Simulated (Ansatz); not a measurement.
**AlN (triplet): B97M-V, PBE0 over a scan of the distance Al1–N2, cc-pVDZ**

How well do these functionals follow the top wave-function level for AlN (triplet) over a scan of the distance Al1–N2?

Method: cc-pVDZ, all electrons in the functionals; program: Ansatz 0.2.0, Gaussian basis.

Plan: B97M-V, PBE0, at 1.406 Å; 1.584 Å; 1.789 Å; 1.963 Å; 2.230 Å; 2.431 Å; 2.917 Å; 3.357 Å; 3.848 Å; 4.930 Å; 5.965 Å.

1 further run of the same task is left out (for a known fault of the program).

## 1. What is computed

The geometry derives from a PBE0/def2-TZVP stationary point (not a proven minimum). One bond is set to the value named and the two fragments are kept rigid.

2 atoms, charge 0, spin multiplicity 3.

Atoms are counted from 1 here; the program's logs count them from 0.

Bond lengths: Al1–N2 1.789 Å.

No dispersion term is added; B97M-V holds VV10 nonlocal correlation.

The geometry shown and the zero of energy belong to the point 1.789 Å. The yardstick, FCI, and other wave-function levels (R restricted, U unrestricted, valence and pair active spaces) come from earlier runs.

## 2. B97M-V, 1.406 Å

Contents of in.yaml:

```yaml
crystal:
  periodic: [false, false, false]
  atoms:
    - {symbol: Al, position_ang: [0.000000, 0.000000, 0.000000]}
    - {symbol: N, position_ang: [0.000000, 0.000000, 1.406000]}
basis:
  gaussian: {orbitals: cc-pVDZ}
magnetization: {spin_polarized: true, initial_magnetization: 2}
hamiltonian: {xc: {name: B97M-V}}
```

The run is started by

```
$ ansatz run in.yaml --threads 1 --pin off --events-out ev --progress --plain --max-ram 8192MiB --backend cpu
```

The runs that follow: B97M-V, 1.584 Å; B97M-V, 1.789 Å; B97M-V, 1.963 Å; B97M-V, 2.230 Å; B97M-V, 2.431 Å; B97M-V, 2.917 Å; B97M-V, 3.357 Å; B97M-V, 3.848 Å; B97M-V, 4.930 Å; B97M-V, 5.965 Å; PBE0, 1.406 Å; PBE0, 1.584 Å; PBE0, 1.789 Å; PBE0, 1.963 Å; PBE0, 2.230 Å; PBE0, 2.431 Å; PBE0, 2.917 Å; PBE0, 3.357 Å; PBE0, 3.848 Å; PBE0, 4.930 Å; PBE0, 5.965 Å.

Q: Predict the results of all the runs planned. Wanted: span of the FCI curve; largest miss, B97M-V; largest miss, PBE0.

The runs gave:

| quantity | value |
| --- | --- |
| span of the FCI curve | 3.683 eV |
| largest miss, B97M-V | +0.758 eV (5.965 Å) |
| largest miss, PBE0 | +0.580 eV (5.965 Å) |

What this shows: Of the functionals, PBE0 keep the smallest largest miss at the points compared (at most 0.580 eV) and B97M-V strays most (0.758 eV, at 5.965 Å). B97M-V, PBE0 clearly break the spin symmetry at some points (⟨S²⟩ up to 1.01 above the pure value), so energy there is bought with a mixed spin. Functionals and the yardstick converge differently with the basis, so part of each miss in cc-pVDZ is the basis.
